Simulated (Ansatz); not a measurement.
Write a Python script for the Ansatz DFT code, driven from Python that makes a composite energy at a relaxed geometry of HO (charge -1). Level of theory (for the species named): PBE0, def2-SVP basis, multiplicity 1.

```yaml
atoms:
  - { symbol: O, position_ang: [0.4186, -0.1340, 0.2160] }
  - { symbol: H, position_ang: [-0.4186, 0.1340, -0.2160] }
```

Script `composite_ho.py`:
```python
"""Relax HO(-) cheaply, then refine its energy."""

import ansatz as az
import numpy as np

BASIS = "def2-SVP"
FUNCTIONAL = "pbe0"
NET_CHARGE = -1

GEOMETRY = """
O     0.41858   -0.13401    0.21595
H    -0.41858    0.13401   -0.21595
"""

system = az.Crystal.molecule()
for line in GEOMETRY.strip().splitlines():
    symbol, *xyz = line.split()
    system = system.atom(symbol, [float(v) for v in xyz])

calc = (
    system.calculation()
    .basis(gaussian=BASIS)
    .functional(FUNCTIONAL)
    .charge(NET_CHARGE)
)
symbols = [site.symbol for site in system.cartesian_sites]
start = np.array([site.position_ang for site in system.cartesian_sites], dtype=float)
r = calc.relax(force_tolerance=0.01).run(threads=1, pin="off").report
end = np.array(r["positions_ang"])
print("final positions (A) and the move of each atom")
for symbol, xyz, old in zip(symbols, end, start):
    print(f"{symbol:2s} {xyz[0]:10.5f} {xyz[1]:10.5f} {xyz[2]:10.5f}   {np.linalg.norm(xyz - old):7.4f}")

minimum = az.Crystal.molecule()
for symbol, place in zip(symbols, end):
    minimum = minimum.atom(symbol, place.tolist())
at_minimum = minimum.calculation().charge(NET_CHARGE)
# MP2 extrapolated to the basis limit, plus the small-basis difference CCSD(T) - MP2
level = lambda method, basis: at_minimum.basis(gaussian=basis).correlation(method).run(threads=1, pin="off").report
small, large, cluster = level("mp2", "cc-pVDZ"), level("mp2", "cc-pVTZ"), level("ccsd_t", "cc-pVDZ")
corr = lambda each: (each["free_energy_ev"] - each["reference_energy_ev"]) / 27.211386246
mp2_limit = (27 * corr(large) - 8 * corr(small)) / 19
pieces = {"HF / cc-pVTZ": large["reference_energy_ev"] / 27.211386246, "MP2 correlation, DZ-TZ limit": mp2_limit, "CCSD(T) - MP2 / cc-pVDZ": corr(cluster) - corr(small)}
for name, value in pieces.items():
    print(f"{name:32s} {value:14.6f} Ha")
print(f"{'sum':32s} {sum(pieces.values()):14.6f} Ha")
print("T1 diagnostic", round(cluster["correlation"]["coupled_cluster"]["t1_diagnostic"], 4))
```

```console
$ python composite_ho.py
final positions (A) and the move of each atom
O     0.41911   -0.13418    0.21622    0.0006
H    -0.41911    0.13418   -0.21622    0.0006
HF / cc-pVTZ                         -75.382079 Ha
MP2 correlation, DZ-TZ limit          -0.294825 Ha
CCSD(T) - MP2 / cc-pVDZ               -0.009799 Ha
sum                                  -75.686703 Ha
T1 diagnostic 0.0049
```

Total energies depend on the basis set; only differences at equal settings carry meaning. The sum leaves out core correlation, relativity, the Hartree-Fock basis error and zero-point energy; a DZ-TZ extrapolation is rough. Inner cores stay frozen, so this is valence correlation. An extrapolation from small basis sets is rough. Anions want diffuse functions, which this basis lacks. Hardware and time: 1.7 s on 1 thread of Intel(R) Xeon(R) Platinum 8375C CPU @ 2.90GHz (Ice Lake), on a shared host, peak memory 0.16 GiB.

(A comment or docstring line of the script was reworded after the run, the code is as it ran; lines on the test bed's own set-up are left out of the output.)
